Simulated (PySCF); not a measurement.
## Calculated properties of N-ethylethylenediamine (`CCNCCN`)

N-ethylethylenediamine, C4H12N2.
Atom-mapped SMILES: `[CH3:1][CH2:2][NH:3][CH2:4][CH2:5][NH2:6]` (hydrogens: H7, H8, H9 on C1; H10, H11 on C2; H12 on N3; H13, H14 on C4; H15, H16 on C5; H17, H18 on N6)

Geometry (GFN2-xTB, Å), atoms numbered from 1 in this order:
```
atom  x, y, z in Å
C1     2.4764    0.6446   -0.0553
C2     1.2468   -0.1193    0.4139
N3     0.2674   -0.2091   -0.6555
C4    -0.9048   -1.0021   -0.3231
C5    -1.8772   -0.1885    0.5505
N6    -2.2391    1.0943   -0.0206
H7     2.9716    0.1138   -0.8665
H8     2.1884    1.6297   -0.4130
H9     3.1808    0.7600    0.7645
H10    0.7852    0.4135    1.2492
H11    1.5464   -1.1188    0.7804
H12    0.7185   -0.5966   -1.4791
H13   -1.4102   -1.2602   -1.2585
H14   -0.6463   -1.9413    0.1975
H15   -1.4273    0.0012    1.5279
H16   -2.7890   -0.7712    0.7070
H17   -2.7118    0.9513   -0.9082
H18   -1.3845    1.6052   -0.2228
```

Some functional groups and rings: amine.

GFN2-xTB geometry:

```
Point group of the GFN2-xTB geometry                  : C1
Rotational constants A, B, C of the GFN2-xTB geometry : 6.884, 1.768, 1.620 GHz
```

From B3LYP/def2-SVPD ground state and vertical TDDFT (core frozen in the response) (PySCF):

```
Dipole moment                                                     : 2.26 D
HOMO energy                                                       : -6.34 eV
LUMO energy                                                       : 0.35 eV
HOMO–LUMO gap                                                     : 6.69 eV
Lowest singlet excitation                                         : 5.75 eV (216 nm, f = 0.004)
Strongest line among the 8 lowest singlet transitions             : S7 at 6.76 eV (184 nm, f = 0.062)
Lowest triplet excitation (Tamm–Dancoff)                          : 5.57 eV
Static isotropic polarisability                                   : 70.1 au
Electronic spatial extent ⟨r²⟩ about the centre of nuclear charge : 825 bohr²
```

Monoisotopic mass from the formula: 88.1000 u.

The dipole equals about 7.5 × 10⁻³⁰ C·m (1 D = 3.33564 × 10⁻³⁰ C·m). The rotational constants make it an asymmetric top with κ = (2B − A − C)/(A − C) = -0.94, nearer the prolate limit (−1). No computed singlet falls in the visible range (750 to 380 nm, 1.65 to 3.26 eV); S1 lies 2.49 eV above its blue end. The 8 singlets span 5.75 to 6.88 eV, and their oscillator strengths add up to 0.17. The largest Löwdin shares of the HOMO are 0.32 on N6, 0.24 on N3, 0.11 on C4 and 0.09 on C5.

Geometry: GFN2-xTB, one conformer, isolated molecule.

For the TDDFT job (B3LYP/def2-SVPD), the run took 37 s wall (grids of density and orbitals included) on one thread of an Arm Neoverse V2, no GPU, shared host with 96 logical CPUs at a one-minute load of 72, and the process peaked at 0.86 GiB of memory.
